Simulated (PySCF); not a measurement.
**Electric properties by functional and basis**

Species: furan, C4H4O.
Cartesian coordinates in Å at the PBE0-D3(BJ)/def2-SVP level; atoms count from 1:
```
atom  x, y, z in Å
C1     0.8664   -0.1844   -0.5200
C2    -0.4564   -0.7286   -0.5618
C3    -1.1638   -0.0596    0.3917
O4    -0.3812    0.8492    1.0066
C5     0.8442    0.7709    0.4515
H6     1.7191   -0.4668   -1.1336
H7    -0.8294   -1.5145   -1.2148
H8    -2.1938   -0.1168    0.7341
H9     1.5949    1.4505    0.8464
```

PySCF, dipoles from the SCF density, polarisabilities from static response with core orbitals frozen. Isolated species at its PBE0-D3(BJ)/def2-SVP geometry, gas phase.

Reference dipole: 0.660 D (measured, gas; NIST CCCBDB Release 22 (SRD 101), experimental dipoles). Reference polarisability: 7.230 Å³ (measured, gas; NIST CCCBDB Release 22 (SRD 101), experimental polarizabilities). The anisotropy is √(½[(α1 − α2)² + (α2 − α3)² + (α3 − α1)²]).

```csv
level,μ (D),error (%),α (Å³),error (%),anisotropy (Å³)
LDA/def2-SVPD,0.590,-10.5,7.17,-0.8,3.38
PBE/def2-SVPD,0.545,-17.4,7.12,-1.5,3.40
B3LYP/def2-SVPD,0.633,-4.1,7.03,-2.7,3.31
PBE0/def2-SVPD,0.607,-8.1,6.96,-3.8,3.25
BHandHLYP/def2-SVPD,0.701,+6.2,6.88,-4.9,3.17
CAM-B3LYP/def2-SVPD,0.659,-0.2,6.95,-3.8,3.23
wB97X-D/def2-SVPD,0.619,-6.1,6.98,-3.4,3.15
LC-wPBE/def2-SVPD,0.616,-6.7,6.79,-6.0,3.11
HF/def2-SVPD,0.743,+12.6,6.79,-6.1,2.99
PBE0/6-31G*,0.546,-17.3,5.47,-24.3,4.40
PBE0/def2-SVP,0.521,-21.0,5.80,-19.8,3.84
PBE0/6-31+G*,0.628,-4.9,6.68,-7.7,3.15
PBE0/aug-cc-pVDZ,0.569,-13.8,7.19,-0.5,3.17
PBE0/def2-TZVP,0.536,-18.7,6.68,-7.6,3.40
PBE0/def2-TZVPD,0.562,-14.8,7.17,-0.8,3.27
```

For the dipole, the smallest error is 0.2% (CAM-B3LYP/def2-SVPD) and the largest 21.0% (PBE0/def2-SVP). For the polarisability, the smallest error is 0.5% (PBE0/aug-cc-pVDZ) and the largest 24.3% (PBE0/6-31G*). The dipole runs from 0.52 D (PBE0/def2-SVP) to 0.74 D (HF/def2-SVPD). In one basis (def2-SVPD) the functionals order the polarisability from HF (lowest) to LDA (highest), a spread of 6%. With PBE0 the polarisability is 5.98 Å³ without diffuse functions (mean of 6-31G*, def2-SVP and def2-TZVP) and 7.00 Å³ with them (mean of 6-31+G*, def2-SVPD, aug-cc-pVDZ and def2-TZVPD). Measured values can belong to vibrating molecules; the computed ones are for one fixed geometry.
